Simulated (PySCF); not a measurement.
## Spin states of NaB

Unrestricted PBE0; basis Na jorge-DZP-DKH, B jorge-DZP-DKH; spin-free X2C with a Gaussian nucleus; PySCF 2.14. Outer shells of the fragments: Na 3s1; B 2s2 2p1.

Followed along the bond (rough minima from three points):

```csv
2Ms+1,unpaired,⟨S²⟩ at the start,R at minimum (Å),Te (eV)
3,"σ ↑, π ↑",2.00,2.50,0.00
1,"σ ↓, π ↑",1.01,2.54,0.23
1,none,0.09,2.74,0.38
3,π ↑↑,2.01,2.29,0.62
1,π ↑↓,1.01,2.29,0.87
```

Solutions found at the starting distance of 2.390 Å, counted from the lowest of them; the search is not exhaustive and high or unbound solutions are not listed, so other states can lie among these:

| 2Ms+1 | unpaired | term | E (eV) | ⟨S²⟩ | ⟨Lz²⟩ | μ (D) |
| --- | --- | --- | --- | --- | --- | --- |
| 3 | σ ↑, π ↑ | ³Π | 0.00 | 2.00 | 1.00 | -5.76 |
| 1 | σ ↓, π ↑ | mixed | 0.24 | 1.01 | 1.00 | -5.45 |
| 1 | none | ¹Σ⁺ | 0.53 | 0.09 | 0.00 | -3.59 |
| 3 | π ↑↑ | ³Σ⁻ | 0.63 | 2.01 | 0.00 | -7.52 |
| 1 | π ↑↓ | mixed | 0.87 | 1.01 | 2.01 | -7.35 |
| 3 | σ ↑↑ | ³Σ⁺ | 1.49 | 2.00 | 0.00 | 4.17 |
| 1 | none | mixed | 1.72 | 0.00 | 2.00 | -6.46 |
| 3 | π ↑↑ | mixed | 3.33 | 2.01 | 2.01 | 2.38 |

A term symbol is given only where ⟨S²⟩ and ⟨Lz²⟩ are close to those of a pure state; real π, δ and φ orbitals otherwise mix terms. A positive dipole means Na(−)B(+).

Counting both spins, an empty level lies below a filled one in some of these solutions, because spin and occupation are held.
